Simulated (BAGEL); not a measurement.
# Si2H6O (SMILES [SiH3]O[SiH3]): HF/cc-pVDZ (density fitting with cc-pvqz-jkfit)

What is the energy change on altering one bond length of Si2H6O at HF/cc-pVDZ (density fitting with cc-pvqz-jkfit)? 

The calculation is run with BAGEL 1.2.2.

4 further runs of the same task are left out: 1 that didn't finish, 3 set aside as unsound or not needed.

## 1. The molecule

The species is Si2H6O (9 atoms), meant as a singlet with charge 0. SMILES: `[SiH3]O[SiH3]`. Geometry: relaxed at PBE0-D4/def2-TZVP.

Bond lengths: Si1–O2 1.634 Å, O2–Si3 1.634 Å, Si1–H4 1.487 Å, Si1–H5 1.483 Å, Si1–H6 1.487 Å, Si3–H7 1.483 Å, Si3–H8 1.486 Å, Si3–H9 1.487 Å. Some angles: Si1–O2–Si3 147.2°, O2–Si1–H4 110.2°, O2–Si1–H5 108.3°, O2–Si1–H6 110.2°, O2–Si3–H7 108.3°, O2–Si3–H8 110.2°, O2–Si3–H9 110.2°, H4–Si1–H5 109.6°, H4–Si1–H6 109.0°, H5–Si1–H6 109.6°.

## 2. A single-point energy at HF/cc-pVDZ (density fitting with cc-pvqz-jkfit)

File job.json:

```json
{ "bagel" : [

{
  "title" : "molecule",
  "basis" : "cc-pvdz.json",
  "df_basis" : "cc-pvqz-jkfit",
  "angstrom" : "true",
  "geometry" : [
    { "atom" : "Si", "xyz" : [      -0.710290,       1.052660,      -0.919520 ] },
    { "atom" : "O", "xyz" : [       0.425550,       0.090990,      -0.245380 ] },
    { "atom" : "Si", "xyz" : [       0.775570,      -1.038810,       0.881750 ] },
    { "atom" : "H", "xyz" : [      -1.787270,       0.226580,      -1.525660 ] },
    { "atom" : "H", "xyz" : [      -0.060640,       1.872420,      -1.970220 ] },
    { "atom" : "H", "xyz" : [      -1.306170,       1.942760,       0.111330 ] },
    { "atom" : "H", "xyz" : [       2.224270,      -1.343130,       0.800010 ] },
    { "atom" : "H", "xyz" : [      -0.009310,      -2.275600,       0.628780 ] },
    { "atom" : "H", "xyz" : [       0.448290,      -0.527870,       2.238910 ] }
  ]
},

{
  "title" : "hf"
},

{
  "title" : "print",
  "file" : "orbitals.molden",
  "orbitals" : "true"
}

]}
```

The basis set cc-pVDZ is read from a file made from the Basis Set Exchange's data (not shown).

On the command line:

```sh
$ BAGEL_NUM_THREADS=1 BAGEL job.json > job.out
```

The log of the run:

```text
* using 1 threads per process

  ===============================================================
  ===============================================================

  *** Geometry ***

  { "atom" : "Si", "xyz" : [     -1.342254,      1.989239,     -1.737641 ] },
  { "atom" : "O", "xyz" : [      0.804173,      0.171946,     -0.463701 ] },
  { "atom" : "Si", "xyz" : [      1.465615,     -1.963066,      1.666266 ] },
  { "atom" : "H", "xyz" : [     -3.377451,      0.428174,     -2.883080 ] },
  { "atom" : "H", "xyz" : [     -0.114593,      3.538361,     -3.723176 ] },
  { "atom" : "H", "xyz" : [     -2.468304,      3.671284,      0.210383 ] },
  { "atom" : "H", "xyz" : [      4.203261,     -2.538148,      1.511800 ] },
  { "atom" : "H", "xyz" : [     -0.017593,     -4.300261,      1.188222 ] },
  { "atom" : "H", "xyz" : [      0.847145,     -0.997530,      4.230927 ] },

  Number of auxiliary basis functions:      708

  Since a DF basis is specified, we compute 2- and 3-index integrals:
    o Being stored without compression. Storage requirement is 0.036 GB

  Number of basis functions:       80
  Number of electrons      :       42

    * METHOD: MOLECULE                             0.49

  *** RHF ***

  === Nuclear Repulsion ===
   159.4190289147

      * DIIS with orbital gradients will be used.

  === RHF iteration (cc-pvdz.json) ===
      0       -656.08742179          0.01514662           0.12
      1       -656.19672959          0.01209416           0.12
      2       -656.28378750          0.00131105           0.12
      3       -656.28521526          0.00014895           0.12
      4       -656.28523117          0.00003128           0.11
      5       -656.28523184          0.00000415           0.11
      6       -656.28523186          0.00000082           0.11
      7       -656.28523186          0.00000015           0.11
      8       -656.28523186          0.00000004           0.11
      9       -656.28523186          0.00000002           0.11
     10       -656.28523186          0.00000000           0.11
    * SCF iteration converged.

    * Permanent dipole moment:
           (    0.149185,     0.031574,    -0.086367) a.u.

    * METHOD: HF                                   1.47

    * METHOD: PRINT                                0.01

  ===============================================================
```

Wall time 2.2 s (1 thread of Arm Neoverse V2, shared host).

## 3. The distorted shape at the same level

File hf.json:

```json
{ "bagel": [

{
  "title": "molecule",
  "basis": "cc-pvdz.json",
  "df_basis": "cc-pvqz-jkfit",
  "angstrom": true,
  "geometry": [
    { "atom": "Si", "xyz": [   -0.880661,    1.196907,   -1.020638 ] },
    { "atom": "O", "xyz": [    0.425550,    0.090990,   -0.245380 ] },
    { "atom": "Si", "xyz": [    0.775570,   -1.038810,    0.881750 ] },
    { "atom": "H", "xyz": [   -1.957641,    0.370827,   -1.626778 ] },
    { "atom": "H", "xyz": [   -0.231011,    2.016667,   -2.071338 ] },
    { "atom": "H", "xyz": [   -1.476541,    2.087007,    0.010212 ] },
    { "atom": "H", "xyz": [    2.224270,   -1.343130,    0.800010 ] },
    { "atom": "H", "xyz": [   -0.009310,   -2.275600,    0.628780 ] },
    { "atom": "H", "xyz": [    0.448290,   -0.527870,    2.238910 ] }
  ]
},
{ "title": "hf" },
{ "title": "print", "file": "orbitals.molden", "orbitals": true }

]}
```

The basis set cc-pVDZ is read from a file made from the Basis Set Exchange's data (not shown).

On the command line:

```sh
$ BAGEL_NUM_THREADS=1 BAGEL hf.json > hf.out
```

The log of the run:

```text
* using 1 threads per process

  ===============================================================
  ===============================================================

  *** Geometry ***

  { "atom" : "Si", "xyz" : [     -1.664208,      2.261826,     -1.928726 ] },
  { "atom" : "O", "xyz" : [      0.804173,      0.171946,     -0.463701 ] },
  { "atom" : "Si", "xyz" : [      1.465615,     -1.963066,      1.666266 ] },
  { "atom" : "H", "xyz" : [     -3.699405,      0.700761,     -3.074165 ] },
  { "atom" : "H", "xyz" : [     -0.436548,      3.810948,     -3.914262 ] },
  { "atom" : "H", "xyz" : [     -2.790258,      3.943872,      0.019298 ] },
  { "atom" : "H", "xyz" : [      4.203261,     -2.538148,      1.511800 ] },
  { "atom" : "H", "xyz" : [     -0.017593,     -4.300261,      1.188222 ] },
  { "atom" : "H", "xyz" : [      0.847145,     -0.997530,      4.230927 ] },

  Number of auxiliary basis functions:      708

  Since a DF basis is specified, we compute 2- and 3-index integrals:
    o Being stored without compression. Storage requirement is 0.036 GB

  Number of basis functions:       80
  Number of electrons      :       42

    * METHOD: MOLECULE                             0.54

  *** RHF ***

  === Nuclear Repulsion ===
   151.3241390514

      * DIIS with orbital gradients will be used.

  === RHF iteration (cc-pvdz.json) ===
      0       -656.06136217          0.01553292           0.12
      1       -656.15657533          0.01338319           0.12
      2       -656.26417348          0.00134592           0.12
      3       -656.26573203          0.00016227           0.12
      4       -656.26575176          0.00003472           0.12
      5       -656.26575277          0.00000680           0.12
      6       -656.26575283          0.00000215           0.11
      7       -656.26575284          0.00000067           0.11
      8       -656.26575284          0.00000015           0.11
      9       -656.26575284          0.00000005           0.12
     10       -656.26575284          0.00000002           0.12
     11       -656.26575284          0.00000001           0.11
    * SCF iteration converged.

    * Permanent dipole moment:
           (    0.532388,    -0.362709,     0.218094) a.u.

    * METHOD: HF                                   1.63

    * METHOD: PRINT                                0.01

  ===============================================================
```

It took 2.4 s on 1 thread of Arm Neoverse V2, shared host.

## 4. What came out

Level: HF/cc-pVDZ (density fitting with cc-pvqz-jkfit).

```
                                                          quantity          value
                                         first shape: total energy  -656.28523 Eh
                                        first shape: dipole moment         0.45 D
                                          first shape: HOMO energy      -12.14 eV
                                          first shape: LUMO energy        3.60 eV
                                        first shape: HOMO–LUMO gap       15.75 eV
                                     distorted shape: total energy  -656.26575 Eh
                                    distorted shape: dipole moment         1.73 D
                                      distorted shape: HOMO energy      -11.83 eV
                                      distorted shape: LUMO energy        3.20 eV
                                    distorted shape: HOMO–LUMO gap       15.03 eV
energy change with the Si1–O2 bond stretched from 1.634 to 1.879 Å       0.530 eV
```

**Reading.** With the Si1–O2 bond stretched from 1.634 to 1.879 Å the energy rises by 0.53 eV (51.1 kJ/mol). The first shape isn't relaxed at this level, so the change isn't measured from a minimum.
